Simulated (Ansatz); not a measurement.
Coupled-cluster run, `BN`.

```yaml
crystal:
  periodic: [false, false, false]
  atoms:
    - {symbol: B, position_ang: [-0.128174, -0.679645, -0.025624]}
    - {symbol: N, position_ang: [0.146062, 0.677372, 0.010773]}
    - {symbol: H, position_ang: [0.225780, -1.368032, 0.887485]}
    - {symbol: H, position_ang: [-0.711995, -1.128714, -0.969244]}
    - {symbol: H, position_ang: [-0.121616, 1.313666, -0.720835]}
    - {symbol: H, position_ang: [0.632043, 1.121353, 0.771348]}
basis:
  gaussian: {orbitals: cc-pV(D+d)Z}
correlation: {method: ccsd_t}
```

```sh
$ ansatz run in.yaml --threads 2 --pin off --events-out ev --progress --plain
```

Log, shortened:

```
Functional definition: HF
439 factors; integrals over basis functions are off by at most 1.3e-3 eV
mean field evaluation 1: about -2216.0710 eV, gradient 2.6e1 eV
mean field evaluation 2: about -2216.0708 eV, gradient 2.6e1 eV
mean field evaluation 4: about -2217.6910 eV, gradient 2.4e0 eV
mean field evaluation 8: about -2217.7087 eV, gradient 1.6e-5 eV
mean field -2217.70865091 eV, -81.4992897040 hartree, gradient 1.8e-6 eV, S^2 0.000000; 0 other end points of the search recorded, 0 dependent functions left out
2 core orbitals not correlated: weight in the atoms' cores, before any rotation towards them, 1.000 or more for the frozen orbitals, at most 0.000 for the correlated occupied ones
reference -2217.70865091 eV, -81.4992897040 hartree; 6, 6 occupied and 40, 40 virtual orbitals, 439 factors
second order -7.20687782 eV of doubles, -0.00000000 eV of singles
cycle   1  -7.70378059 eV  change   -5.0e-1 eV  update   6.3e-2
cycle   2  -7.93298134 eV  change   -2.3e-1 eV  update   2.0e-2
cycle   3  -7.97612243 eV  change   -4.3e-2 eV  update   1.0e-2
cycle   4  -7.97176148 eV  change    4.4e-3 eV  update   3.6e-3
cycle   5  -7.97198238 eV  change   -2.2e-4 eV  update   1.1e-3
cycle   6  -7.97168739 eV  change    2.9e-4 eV  update   2.5e-4
cycle   7  -7.97164304 eV  change    4.4e-5 eV  update   5.3e-5
cycle   8  -7.97163482 eV  change    8.2e-6 eV  update   1.2e-5
perturbative correction -0.19609015 eV, -0.0072061802 hartree
Total energy: -2225.87637588 eV, -81.7994480603 hartree
```

Hardware: 2 threads of a server CPU on a shared host. Wall time 0.35 s, peak host memory 0.11 GiB.

MP2 recovers 88.2 % of the CCSD(T) correlation energy and the triples give 2.4 %; T1 = 0.0143.
